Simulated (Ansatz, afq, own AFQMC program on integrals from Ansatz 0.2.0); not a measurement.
SiGeH3, doublet: a scan with AFQMC

| atom | x (Å) | y (Å) | z (Å) |
| --- | --- | --- | --- |
| Si | -0.0059 | 0.0000 | 1.6929 |
| Ge | -0.0015 | 0.0000 | -0.7474 |
| H | 1.4617 | 0.0000 | 1.9964 |
| H | -0.5952 | 1.2043 | 2.3467 |
| H | -0.5953 | -1.2043 | 2.3467 |

The Si1–Ge2 distance is changed with both sides rigid. Energies in eV count from this geometry (2.440 Å) at the same level; the start stands on UHF, each point on the determinant named.

Basis cc-pVDZ. Noble-gas cores (and the filled d shells of Ga–Kr and In–Xe) are frozen. Integrals, coupled cluster, full CI and functionals: Ansatz 0.2.0; the random walks run on the same integrals in our own AFQMC program. ph-AFQMC/CISD is guided by a CISD state made of CCSD amplitudes; releasing the constraint for a short imaginary time cuts its bias at the price of noise, slowly where states lie close. Uncertainties: one standard error, sampling alone. No spin–orbit coupling.

Cautions, each for one point or more: an unrestricted solution with more broken spin lies lower; higher spins were not checked; inner d shell frozen; no relativity below Rb; no spin-orbit coupling; strong correlation; the search met a lower determinant of the same kind, perhaps of another symmetry; unrestricted determinant slightly spin contaminated; unrestricted determinant spin contaminated; walk and cluster series may follow different spin states.

```
r(Si1–Ge2) / Å   det.     T1  weight  ⟨S²⟩  CCSD(T)  ph-AFQMC/CISD  released AFQMC  B2PLYP     PBE
         2.151    UHF  0.056    0.82  0.93    0.662  0.644 ± 0.015  0.656 ± 0.023*   0.596   0.552
         2.660    UHF  0.015    0.87  0.76    0.081  0.087 ± 0.014  0.105 ± 0.017*   0.103   0.105
         3.342  UHF†¶  0.034    0.82  0.78    1.103  1.092 ± 0.017  1.124 ± 0.023*       –       –
         4.526   UHF¶  0.014    0.88  1.73    1.983  1.938 ± 0.013  1.963 ± 0.019*  2.141§  2.265§
```

Weight is that of the determinant in the CISD state; at the start T1 is 0.032 and the weight 0.85, and ⟨S²⟩ is 0.81. ¶ marks points with a poor determinant and no full CI, where no value is sure; they don't count among the departures. An asterisk marks released energies that aren't shown to be converged. A dagger marks points whose determinant fills other symmetries than the start's, so the wave-function levels may follow another state there, or a degenerate partner. A dash marks a missing value, a released energy that hasn't settled or a functional that sits on another state. § marks a functional whose ⟨S²⟩ is too high by over 0.1. Largest departures from phaseless AFQMC with a CISD trial: CCSD(T) 0.019 eV at 2.151 (on UHF) (within the noise), B2PLYP -0.048 eV at 2.151, PBE -0.092 eV at 2.151. The walk's constraint bias lies outside its error bars, so these are departures and not errors. Functionals count only at points shown to share the start's state and spin. In this small basis the wave-function levels are far from their limit, so their gap to the functionals isn't the functionals' error.

Some points may be missing: those where a free walk finds a much lower state, and past Zn most of those on another determinant than at the start.

A walk keeps the symmetry of its determinant, which the program's search chose and which needn't be the lowest solution, so a lower state of the same spin and another symmetry isn't excluded.
